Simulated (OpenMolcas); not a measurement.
**Run times for CH6B2 (SMILES BBC)**

The species is CH6B2 (9 atoms), meant as a singlet with charge 0. As SMILES, `BBC`. The shape is that of a GFN2-xTB optimisation.

| atom | x (Å) | y (Å) | z (Å) |
| --- | --- | --- | --- |
| B | -0.6603 | 0.7934 | -1.2170 |
| B | 0.3144 | 0.4940 | 0.0464 |
| C | 0.2965 | -0.8430 | 0.8959 |
| H | -0.3839 | 0.4923 | -2.3177 |
| H | -1.6900 | 1.3477 | -1.1107 |
| H | 1.1320 | 1.2743 | 0.3857 |
| H | -0.5742 | -1.4752 | 0.7384 |
| H | 1.1740 | -1.4273 | 0.6148 |
| H | 0.3914 | -0.6562 | 1.9642 |

Program: OpenMolcas 26.06. Hardware: 1 thread of Arm Neoverse V1, shared host, so times are rough. Two-electron integrals are exact unless an approximation is named.

(1) Estimate their order by wall time, quickest first.
A. gradient at HF/def2-SVP
B. gradient at r2SCAN/def2-TZVP, grid UltraFine
C. gradient at B3LYP/6-31G* (spherical functions), grid UltraFine
D. gradient at HF/STO-3G

Answers

(1) D (1.9 s), A (4.8 s), C (22 s), B (1.7 min).
